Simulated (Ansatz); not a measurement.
# CHP₂ (quartet): from Hartree-Fock to the top rungs at a displaced geometry (v1), cc-pVDZ

The task here is to estimate one member of a computed series from the others.

The runs use Ansatz 0.2.0, Gaussian basis; cc-pVDZ, core rule «outside noble gas», up to 11 orbitals frozen.

To be run: UHF; CCSD(T) on ROHF; CCSD(T) on UHF; BCCD(T) on ROHF; CISD; CCSDT(Q) on ROHF; CCSDT(Q) on UHF.

24 further runs of the same task are left out: 2 for a known fault of the program, 12 that didn't finish, 10 set aside as unsound or not needed.

### The system

The geometry is a PBE0/def2-TZVP stationary point (not a proven minimum) with its atoms shifted at random (size 0.040 Å).

4 atoms, charge 0, spin multiplicity 4.

Atoms are counted from 1 here; the program's logs count them from 0.

Bond lengths: C1–P2 1.637 Å, C1–H4 1.065 Å, P2–P3 2.137 Å. Angles: P2–C1–H4 143.2°, C1–P2–P3 106.4°.

The first run:

in.yaml reads:

```yaml
crystal:
  periodic: [false, false, false]
  atoms:
    - {symbol: C, position_ang: [-0.018381, -0.773290, 1.623474]}
    - {symbol: P, position_ang: [-0.019214, 0.538053, 0.644037]}
    - {symbol: P, position_ang: [0.028750, -0.203185, -1.359574]}
    - {symbol: H, position_ang: [-0.074027, -1.075805, 2.642850]}
basis:
  gaussian: {orbitals: cc-pVDZ}
magnetization: {spin_polarized: true, initial_magnetization: 3}
hamiltonian: {xc: hf}
output: {orbitals: {seedname: orbitals}}
```

Launch:

```sh
$ ansatz run in.yaml --threads 1 --pin off --events-out ev --progress --plain --max-ram 2393MiB
```

Steps of the session up to this table: UHF; CCSD(T) on ROHF; CCSD(T) on UHF; BCCD(T) on ROHF; CISD; CCSDT(Q) on ROHF; CCSDT(Q) on UHF.

One table of the session follows, with a row left open; its other results are not shown here.

It belongs to the step «Misses and costs». 

```
   method  from RCCSDT(Q) (kcal/mol)
     ROHF                    +234.92
      UHF                          ?
     RMP2                     +39.20
     UMP2                     +45.33
     CISD                     +40.50
    RCCSD                     +12.12
    UCCSD                     +11.38
 RCCSD(T)                      +2.02
 UCCSD(T)                      +2.58
  BCCD(T)                      +2.04
   RCCSDT                      +0.95
   UCCSDT                      +0.82
RCCSDT(Q)                          0
UCCSDT(Q)                      -0.08
```

Estimate the missing values for UHF.

**Answer.** from RCCSDT(Q) (kcal/mol): +215.14. In the column «from RCCSDT(Q) (kcal/mol)» it lies between UMP2 (+45.33) and ROHF (+234.92).

Limits of these values: Restricted and unrestricted rows rest on different reference determinants; where their highest levels disagree by more than a few hundredths of an eV, they describe different states and don't form one ladder.
